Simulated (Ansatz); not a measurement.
Computed with Ansatz on PBE0-D4/def2-TZVP structures; ΔE is electronic, products minus reactants. CCSD(T)/CBS adds triple-zeta CCSD(T) − MP2 to the extrapolated MP2 energy (def2 sets, frozen cores). This one scheme is used for every species, atoms too. Functionals use def2-TZVPP. No spin–orbit coupling; open shells (•) take unrestricted orbitals. Spin–orbit coupling would lower the free atoms: a little for C, F, O. One conformer a species, not always the lowest.

`COC(C)(F)F` → 3 C• + 2 F• + 6 H• + O•  (atomization)

| level | ΔE (kJ/mol) |
| --- | --- |
| r2SCAN | 4760.8 |
| MP2/def2-QZVPP | 4805.9 |

(1) What does CCSD(T)/CBS give? (An estimate is asked.)

Largest T1 diagnostic among the species: 0.011.

Answers

(1) The calculation gave: +4744.4 kJ/mol. The listed levels differ from it by 16.4, 61.5 kJ/mol.

The D4 term adds +31.3 kJ/mol with B3LYP and +16.4 kJ/mol with PBE0; it sums over pairs of atoms, weighted by their polarisabilities, and B3LYP, whose exchange is more repulsive, gets the larger term. From PBE to PBE0 (25 % exact exchange), in def2-TZVPP and without D4, ΔE moves by −113.6 kJ/mol: exact exchange takes away binding that semilocal exchange gives to molecules. In def2-TZVPP, CCSD(T) changes the Hartree–Fock value by +1223.2 kJ/mol (the triples alone add +75.1 kJ/mol) and MP2 by +1332.9 kJ/mol; breaking electron pairs costs correlation energy, which Hartree–Fock lacks.

B3LYP here is the variant with VWN-RPA as its local correlation; programs differ in this.

For atomizations the MP2-based limit and the directly extrapolated one differ by several kJ/mol either way, and by 10 to 25 for some Ge, Se and Sn compounds, so smaller differences from it don't rank the levels.
